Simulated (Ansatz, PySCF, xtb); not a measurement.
Dimer: H2O (SMILES O) (first 3 atoms) with CH4O (SMILES CO); geometry from S66by8 set.
(charge 0, multiplicity 1):
```tsv
atom	x (Å)	y (Å)	z (Å)
O	-2.0109	0.0797	0.1251
H	-2.4276	0.8785	0.4509
H	-1.0819	0.1904	0.3661
O	0.8748	0.1758	0.5148
H	1.2427	-0.3963	1.1924
C	1.3398	-0.2958	-0.7473
H	0.9089	0.3553	-1.5004
H	2.4257	-0.2450	-0.8216
H	1.0114	-1.3157	-0.9464
```

Counterpoise-corrected where a basis set is named; no monomer relaxation. Rows marked so take none.

Rows in 6-31G* carry no dispersion term and start afresh at each structure (6-31G* with six Cartesian d functions).

Programs: Ansatz (a first-principles code) with Gaussian orbitals; PySCF for 6-31G* rows; xtb for the GFN methods. Each number belongs to the level named beside it.

**Question.** One of these levels gives -5.51 kcal/mol for the interaction energy. Which one is it?
A. B3LYP/6-31G* (no counterpoise)
B. wB97M-V/def2-TZVPPD
C. GFN1-xTB

**Answer.** B, wB97M-V/def2-TZVPPD. The others give -4.51 (GFN1-xTB), -7.04 (B3LYP/6-31G* (no counterpoise))
